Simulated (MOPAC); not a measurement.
MOPAC input (PM7):

```
PM7 PRECISE GNORM=0.05 LET XYZ CHARGE=-1 GEO-OK AUX(PRECISION=9) THREADS=1
C4H4N

H     0.01116471 1   -0.02286316 1    2.10006054 1
N     0.00552309 1    0.00699052 1    1.09243157 1
C    -0.01584127 1    1.14164578 1    0.26594390 1
C     0.01804917 1   -1.10159074 1    0.27979305 1
C    -0.01776430 1    0.81027342 1   -1.07692710 1
C     0.00437150 1   -0.63979611 1   -1.02364815 1
H    -0.02792192 1    2.11063355 1    0.75657241 1
H     0.03526148 1   -2.09640134 1    0.70960952 1
H     0.00994351 1   -1.30349671 1   -1.88423371 1
```

Q: What heat of formation does the run end on?

A: 70.72 kcal/mol.
